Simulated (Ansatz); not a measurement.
Program: Ansatz. Geometries: PBE0-D4/def2-TZVP. ΔE: electronic, gas phase. CBS: MP2 limit from def2 TZ/QZ plus the TZ coupled-cluster correction, frozen cores. This one scheme is used for every species, atoms too. Functionals use def2-TZVPP. B3LYP here is the variant with VWN-RPA as its local correlation; programs differ in this. HSE06 is defined as in plane-wave codes. No spin–orbit coupling; open shells (•) take unrestricted orbitals. Spin–orbit coupling would lower the free atoms: a little for C, Cl, F.

`F[C](F)Cl`• → C• + Cl• + 2 F•  (atomization)

```csv
level,ΔE (eV)
revPBE-D4,13.87
B3LYP-D4,13.35
PBE0,13.70
HSE06,13.73
BHLYP,12.26
HF/def2-SVP,8.52
MP2/def2-SVP,13.20
HF/def2-QZVPP,8.48
```

(1) What does CCSD(T)/CBS give? (Estimate.)

Largest T1 diagnostic among the species: 0.015.

## Answers

(1) Computed: +13.33 eV. The listed levels differ from it by 0.54, 0.02, 0.37, 0.40, -1.07, -4.81, -0.13, -4.85 eV.

Leaving LDA and LC-ωPBE aside and taking each functional with its dispersion term where it has one, the values, not all of them listed here, spread over 2.26 eV, from BHLYP-D4 to PBE-D4. LDA lies +2.71 eV from PBE without D4, its usual overbinding. At CCSD(T), def2-SVP lies −0.88 eV from the extrapolated value and def2-TZVPP −0.49 eV: correlation converges slowly with the basis, and small sets miss more of it in the bonded molecule than in its fragments.

For atomizations the MP2-based limit and the directly extrapolated one differ by several kJ/mol either way, and by 10 to 25 for some Ge, Se and Sn compounds, so smaller differences from it don't rank the levels.
